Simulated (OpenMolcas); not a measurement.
# AlPH6 (Al(PH3)H3) at MP2/ANO-L-VDZ

We compute a geometry optimisation of AlPH6 (Al(PH3)H3). 

Program for the calculation: OpenMolcas 26.06.

6 further runs of the same task are left out: 2 that didn't finish, 4 set aside as unsound or not needed.

## 1. The molecule

AlPH6: 8 atoms, total charge 0, spin state singlet. SMILES: `[H][Al]([H])([H])<-[PH3]`. All atoms were displaced at random from a relaxed shape. The run starts from this shape.

Bond lengths: Al1–P2 2.506 Å, P2–H3 1.388 Å, P2–H4 1.394 Å, P2–H5 1.379 Å, Al1–H6 1.571 Å, Al1–H7 1.571 Å, Al1–H8 1.584 Å. Some angles: Al1–P2–H3 121.1°, Al1–P2–H4 120.1°, Al1–P2–H5 123.3°, P2–Al1–H6 94.4°, P2–Al1–H7 95.9°, P2–Al1–H8 95.8°, H3–P2–H4 95.3°, H3–P2–H5 96.1°, H4–P2–H5 94.1°, H6–Al1–H7 117.6°.

## 2. A geometry optimisation at MP2/ANO-L-VDZ

The input, input.xyz:

```xyz
8

Al    -0.030924    -0.003133    -1.476527
P     -0.006038    -0.007668     1.029668
H      0.695701     0.954930     1.741415
H      0.526547    -1.094149     1.721232
H     -1.149844     0.047631     1.797582
H      1.534744    -0.008168    -1.611509
H     -0.769133     1.374787    -1.628736
H     -0.814023    -1.371267    -1.630811
```

The input, run.input:

```
&gateway
 coord
 input.xyz
 basis
 ANO-L-VDZ
 group
 NoSym
>>> EXPORT MOLCAS_MAXITER=40
>>> Do While

&seward

&scf
 prorbitals
 1 1

&mbpt2
 frozen
 10
 grdt

&slapaf
>>> EndDo
```

On the command line:

```console
export MOLCAS_MEM=1860
pymolcas run.input > run.log
```

Log:

```text
--- Start Module: gateway ---

                                              &GATEWAY

                       available to each process: 1.9 GB of memory, 1 thread

++    Symmetry information:
      ---------------------

                    Character Table for C1

                             E
                    a        1  x, y, xy, Rz, z, xz, Ry, yz, Rx, I
--

++    Basis set information:
      ----------------------

      Basis set label: AL.ANO-L...4S3P.

      Electronic valence basis set:
      ------------------
      Associated Effective Charge  13.000000 au
      Associated Actual Charge     13.000000 au
      Nuclear Model: Point charge

      Shell  nPrim  nBasis  Cartesian Spherical Contaminant
         s      17       4        X
         p      12       3        X

      Basis set label: P.ANO-L...4S3P.

      Electronic valence basis set:
      ------------------
      Associated Effective Charge  15.000000 au
      Associated Actual Charge     15.000000 au
      Nuclear Model: Point charge

      Shell  nPrim  nBasis  Cartesian Spherical Contaminant
         s      17       4        X
         p      12       3        X

      Basis set label: H.ANO-L...2S.

      Electronic valence basis set:
      ------------------
      Associated Effective Charge   1.000000 au
      Associated Actual Charge      1.000000 au
      Nuclear Model: Point charge

      Shell  nPrim  nBasis  Cartesian Spherical Contaminant
         s       8       2        X
--

++    Molecular structure info:
      -------------------------

                    ************************************************
                    **** Cartesian Coordinates / bohr, angstrom ****
                    ************************************************

     Center  Label                x              y              z                     x              y              z
        1      AL1             -0.058438      -0.005921      -2.790232             -0.030924      -0.003133      -1.476527
        2      P2              -0.011410      -0.014490       1.945791             -0.006038      -0.007668       1.029668
        3      H3               1.314684       1.804556       3.290797              0.695701       0.954930       1.741415
[... 4 lines of this table left out ...]
        8      H8              -1.538281      -2.591319      -3.081786             -0.814023      -1.371267      -1.630811

                    ***************************************
                    *    InterNuclear Distances / bohr    *
                    ***************************************

               1 AL1           2 P2            3 H3            4 H4            5 H5            6 H6
    1 AL1      0.000000
    2 P2       4.736263        0.000000
    3 H3       6.491703        2.622308        0.000000
    4 H4       6.471244        2.633677        3.885557        0.000000
    5 H5       6.539203        2.605522        3.887687        3.835622        0.000000
    6 H6       2.969674        5.778307        6.780313        6.892445        8.200634        0.000000
    7 H7       2.968003        5.843077        6.989416        8.236414        6.980726        5.077955
    8 H8       2.993196        5.852171        8.250633        6.842300        7.040321        5.131961

               7 H7            8 H8
    7 H7       0.000000
    8 H8       5.189985        0.000000

                    *******************************************
                    *    InterNuclear Distances / angstrom    *
                    *******************************************

               1 AL1           2 P2            3 H3            4 H4            5 H5            6 H6
    1 AL1      0.000000
    2 P2       2.506323        0.000000
    3 H3       3.435261        1.387666        0.000000
    4 H4       3.424435        1.393682        2.056148        0.000000
    5 H5       3.460397        1.378783        2.057276        2.029724        0.000000
    6 H6       1.571484        3.057748        3.587987        3.647325        4.339588        0.000000
    7 H7       1.570600        3.092023        3.698640        4.358522        3.694041        2.687138
    8 H8       1.583931        3.096836        4.366047        3.620789        3.725577        2.715717

               7 H7            8 H8
    7 H7       0.000000
    8 H8       2.746422        0.000000

                    **************************************
                    *    Valence Bond Angles / degree    *
                    **************************************
                          Atom centers                 Phi
                      6 H6       1 AL1      7 H7       117.57
                      6 H6       1 AL1      8 H8       118.78
                      7 H7       1 AL1      8 H8       121.06
                      3 H3       2 P2       4 H4        95.34
                      3 H3       2 P2       5 H5        96.09
                      4 H4       2 P2       5 H5        94.12
--

            Nuclear Potential Energy             87.76219803 au

--- Stop Module: gateway /rc=_RC_ALL_IS_WELL_ ---

>>> EXPORT MOLCAS_MAXITER = 40

--- Start Module: seward ---

                                              &SEWARD

                       available to each process: 1.9 GB of memory, 1 thread

[... 42 lines left out ...]
      Nuclear repulsion energy =   87.76219803
[... 55 lines left out ...]
       Convergence after   9 Iterations
[... 99 lines left out ...]
      Dipole Moment (debye):
[... 68 lines left out ...]
       SCF energy                           =     -586.0451085352 a.u.
[... 3 lines left out ...]
       Reference weight ( Cref**2 )         =        0.94951
[... 118 lines left out ...]
 Convergence criterion on gradient/para.<=: 3.0E-04
[... 19 lines left out ...]
  force constant weighted redundant internal coordinates.
[... 28 lines left out ...]
 Convergence not reached yet!
[... 113 lines left out ...]
       +  Value      Threshold Converged? +  Value      Threshold Converged? +
[... 69 lines left out ...]
Iter      Energy       Change     Norm      Max    Element    Max     Element     Final Energy Update Update   Index
[... 57 lines left out ...]
WARNING!
[... 33 lines left out ...]
 Convergence not reached yet!
[... 71 lines left out ...]
       +  Value      Threshold Converged? +  Value      Threshold Converged? +
[... 69 lines left out ...]
Iter      Energy       Change     Norm      Max    Element    Max     Element     Final Energy Update Update   Index
[... 60 lines left out ...]
WARNING!
[... 36 lines left out ...]
 Convergence not reached yet!
[... 71 lines left out ...]
       +  Value      Threshold Converged? +  Value      Threshold Converged? +
[... 69 lines left out ...]
Iter      Energy       Change     Norm      Max    Element    Max     Element     Final Energy Update Update   Index
[... 59 lines left out ...]
WARNING!
[... 34 lines left out ...]
 Convergence not reached yet!
[... 71 lines left out ...]
       +  Value      Threshold Converged? +  Value      Threshold Converged? +
[... 69 lines left out ...]
Iter      Energy       Change     Norm      Max    Element    Max     Element     Final Energy Update Update   Index
[... 59 lines left out ...]
WARNING!
[... 34 lines left out ...]
 Convergence not reached yet!
[... 71 lines left out ...]
       +  Value      Threshold Converged? +  Value      Threshold Converged? +
[... 69 lines left out ...]
Iter      Energy       Change     Norm      Max    Element    Max     Element     Final Energy Update Update   Index
[... 59 lines left out ...]
WARNING!
[... 34 lines left out ...]
 Convergence not reached yet!
[... 71 lines left out ...]
       +  Value      Threshold Converged? +  Value      Threshold Converged? +
[... 69 lines left out ...]
Iter      Energy       Change     Norm      Max    Element    Max     Element     Final Energy Update Update   Index
[... 59 lines left out ...]
WARNING!
[... 34 lines left out ...]
 Convergence not reached yet!
[... 71 lines left out ...]
       +  Value      Threshold Converged? +  Value      Threshold Converged? +
[... 69 lines left out ...]
Iter      Energy       Change     Norm      Max    Element    Max     Element     Final Energy Update Update   Index
[... 59 lines left out ...]
WARNING!
[... 34 lines left out ...]
 Convergence not reached yet!
[... 71 lines left out ...]
       +  Value      Threshold Converged? +  Value      Threshold Converged? +
[... 69 lines left out ...]
Iter      Energy       Change     Norm      Max    Element    Max     Element     Final Energy Update Update   Index
[... 59 lines left out ...]
WARNING!
[... 34 lines left out ...]
 Convergence not reached yet!
[... 71 lines left out ...]
       +  Value      Threshold Converged? +  Value      Threshold Converged? +
[... 69 lines left out ...]
Iter      Energy       Change     Norm      Max    Element    Max     Element     Final Energy Update Update   Index
[... 23 lines left out ...]
  Geometrical information of the final structure
[... 16 lines left out ...]
 * Nuclear coordinates of the final structure / angstrom *
[... 139 lines left out ...]
                                   SCF        iterations: Energy and convergence statistics
[... 12 lines left out ...]
 *                                                       Final Results                                                       *
[... 34 lines left out ...]
          Orbital           31
          Energy            0.4190
          Occ. No.          0.0000

--

++    Molecular charges:
      ------------------

      Mulliken charges per centre and basis function type
      ---------------------------------------------------

                AL1     P2      H3      H4      H5      H6      H7      H8
      1s       2.0000  2.0000  1.0455  1.0456  1.0455  1.3620  1.3620  1.3620
      2s       1.9992  1.9994 -0.0346 -0.0346 -0.0346 -0.0231 -0.0231 -0.0231
      2px      1.9999  2.0000  0.0000  0.0000  0.0000  0.0000  0.0000  0.0000
[... 12 lines of this table left out ...]
      N-E      0.8025  0.2471 -0.0109 -0.0109 -0.0109 -0.3389 -0.3389 -0.3389

      Total electronic charge=   34.000000

      Total            charge=   -0.000000
--

++    Static properties:
      ------------------

      LoProp Charges per center

                   AL1      P2       H3       H4       H5       H6       H7       H8
      Nuclear     13.0000  15.0000   1.0000   1.0000   1.0000   1.0000   1.0000   1.0000
      Electronic -12.6878 -14.8406  -0.9660  -0.9661  -0.9660  -1.1911  -1.1911  -1.1911

      Total        0.3122   0.1594   0.0340   0.0339   0.0340  -0.1911  -0.1911  -0.1911
--

++    Natural Bond Order analysis
      ---------------------------
      Based on LoProp computed density
      -------------------------------------------------------------------------------------
      Atom A       Atom B       Bond Order
      -------------------------------------------------------------------------------------
      NBO located      1.000 non-bonded electrons on atom AL1
      NBO located      0.999 non-bonded electrons on atom AL1
      NBO located      0.997 non-bonded electrons on atom AL1
      NBO located      0.998 non-bonded electrons on atom AL1
      NBO located      0.998 non-bonded electrons on atom AL1
      NBO located      0.998 non-bonded electrons on atom P2
      NBO located      1.000 non-bonded electrons on atom P2
      NBO located      1.000 non-bonded electrons on atom P2
      NBO located      0.999 non-bonded electrons on atom P2
      NBO located      0.999 non-bonded electrons on atom P2
      The remaining    8.667 electrons are to be considered as diffuse
--

++    Molecular properties:
      ---------------------

      Charge (e):
                      =   -0.0000
      Dipole Moment (debye):
      Origin of the operator (angstrom)=   -0.0025   -0.0128   -0.0897
                   X=  4.8157E-02               Y= -3.0605E-02               Z=  4.2893E+00           Total=  4.2897E+00
      Quadrupole Moment (debye*angstrom):
      Origin of the operator (angstrom)=   -0.0025   -0.0128   -0.0897
                  XX= -3.5589E+01              XY= -6.2484E-04              XZ=  5.3715E-02              YY= -3.5590E+01
                  YZ= -3.3314E-02              ZZ= -3.0805E+01
      In traceless form (debye*angstrom)
                  XX= -2.3921E+00              XY= -9.3726E-04              XZ=  8.0572E-02              YY= -2.3928E+00
                  YZ= -4.9970E-02              ZZ=  4.7849E+00
--

WARNING!
Default frozen orbitals as non valence orbitals is overwritten by user input.
Default values:   7

      Cartesian coordinates in angstrom:
      -----------------------------------------------------
      No.  Label        X            Y            Z
      -----------------------------------------------------
       1   AL1       -0.01893857  -0.00254847  -1.55075864
       2   P2         0.01141062  -0.02158115   1.15446958
       3   H3         0.69155269   1.05027706   1.84600534
[... 4 lines of this table left out ...]
       8   H8        -0.87384017  -1.36602568  -1.73321650
      -----------------------------------------------------
      Nuclear repulsion energy =   82.70819902

      Contents of RUNFILE file:
      -------------------------

      Symmetry species                           1
                                                 a
      Number of basis functions                 38
      Frozen occupied orbitals                  10
      Active occupied orbitals                   7
      Active external orbitals                  21
      Deleted external orbitals                  0

      Reference numbers of frozen occupied orbitals according to the original input sequence
      symmetry species 1                        1  2  3  4  5  6  7  8  9 10

      Energies of the active occupied orbitals

      symmetry species 1                    -0.916393     -0.572217     -0.571510     -0.571502     -0.433307
                                            -0.402595     -0.402583

      Energies of the active external orbitals

      symmetry species 1                     0.050608      0.097934      0.097938      0.099167      0.117034
                                             0.117041      0.156973      0.231242      0.243397      0.243405
                                             0.268457      0.268473      0.294483      0.419002      0.605749
                                             0.715745      0.792421      0.792426      0.811177      1.012767
                                             1.012787

      ********************************************************************************************************
      *                                               Results                                                *
      ********************************************************************************************************

 Conventional algorithm used...

       SCF energy                           =     -586.0530117227 a.u.
       Second-order correlation energy      =       -0.1018453931 a.u.

       Total energy                         =     -586.1548571159 a.u.
       Reference weight ( Cref**2 )         =        0.94645

::    Total MBPT2 energy                             -586.1548571159

++    Molecular properties:
      ---------------------

      Charge (e):
                      =   -0.0000
      Dipole Moment (debye):
      Origin of the operator (angstrom)=   -0.0025   -0.0128   -0.0897
                   X=  4.8247E-02               Y= -3.0630E-02               Z=  4.2974E+00           Total=  4.2978E+00
      Quadrupole Moment (debye*angstrom):
      Origin of the operator (angstrom)=   -0.0025   -0.0128   -0.0897
                  XX= -3.5599E+01              XY= -5.6599E-04              XZ=  5.0305E-02              YY= -3.5600E+01
                  YZ= -3.1193E-02              ZZ= -3.1119E+01
      In traceless form (debye*angstrom)
                  XX= -2.2400E+00              XY= -8.4899E-04              XZ=  7.5457E-02              YY= -2.2407E+00
                  YZ= -4.6790E-02              ZZ=  4.4807E+00
--

       Zeroth-order energy (E0)             =     -278.8755007235 a.u.

       Shanks-type energy S1(E)             =     -586.1548908941 a.u.

       Data processing and timing information:

       Section                                              time(sec)
                                                          CPU  Elapsed

      Input data processing                              0.02      0.02
      Transformation of integrals                        0.03      0.04
      MBPT2 calculations (BJAI)                          0.05      0.07
      Total MBPT2 calculations                           0.10      0.13

--- Stop Module: last_energy /rc=_RC_ALL_IS_WELL_ ---
--- Module last_energy spent 1 second ---

>>> END DO

.##################.
.# Happy landing! #.
.##################.

    Timing: Wall=81.46 User=69.84 System=11.36
```

Run time: 82 s. Hardware: 1 thread of Intel Xeon 6975P-C (Granite Rapids), shared host; peak memory 0.38 GiB.

The path in brief:

```
step  energy from the first frame kept (eV)  largest force (eV/Å)
   0                                 0.0000                1.7444
   2                                -0.2343                0.4766
   4                                -0.2625                0.5034
   6                                -0.2799                0.2335
   8                                -0.2885                0.1381
  10                                -0.2895                0.1154
  12                                -0.2893                0.0781
  14                                -0.2909                0.0078
  16                                -0.2909                0.0086
  18                                -0.2909                0.0123
  20                                -0.2909                0.0037
  22                                -0.2909                0.0029
  24                                -0.2909                0.0011
  26                                -0.2909                0.0002
```

After the run. Bond lengths: Al1–P2 2.705 Å, P2–H3 1.446 Å, P2–H4 1.446 Å, P2–H5 1.446 Å, Al1–H6 1.620 Å, Al1–H7 1.620 Å, Al1–H8 1.620 Å. Some angles: Al1–P2–H3 118.6°, Al1–P2–H4 118.6°, Al1–P2–H5 118.6°, P2–Al1–H6 96.5°, P2–Al1–H7 96.5°, P2–Al1–H8 96.5°, H3–P2–H4 99.0°, H3–P2–H5 99.0°, H4–P2–H5 99.0°, H6–Al1–H7 118.7°.

## 3. Results

Level: MP2/ANO-L-VDZ, 10 core orbitals frozen.

| quantity | value |
| --- | --- |
| total energy at the end | -586.15486 Eh |
| dipole moment (mean-field density) | 4.29 D |
| HOMO energy (Hartree–Fock orbitals) | -10.96 eV |
| LUMO energy (Hartree–Fock orbitals) | 1.38 eV |
| HOMO–LUMO gap (Hartree–Fock orbitals) | 12.33 eV |
| correlation energy (10 core orbitals frozen) | -101.8 mEh |

At the final geometry: Bond lengths: Al1–P2 2.705 Å, P2–H3 1.446 Å, P2–H4 1.446 Å, P2–H5 1.446 Å, Al1–H6 1.620 Å, Al1–H7 1.620 Å, Al1–H8 1.620 Å. Some angles: Al1–P2–H3 118.6°, Al1–P2–H4 118.6°, Al1–P2–H5 118.6°, P2–Al1–H6 96.5°, P2–Al1–H7 96.5°, P2–Al1–H8 96.5°, H3–P2–H4 99.0°, H3–P2–H5 99.0°, H4–P2–H5 99.0°, H6–Al1–H7 118.7°. The optimisation took 26 steps and changed the energy by -0.291 eV. Mulliken charges of the mean-field density run from -0.34 on H6 to +0.80 on Al1.
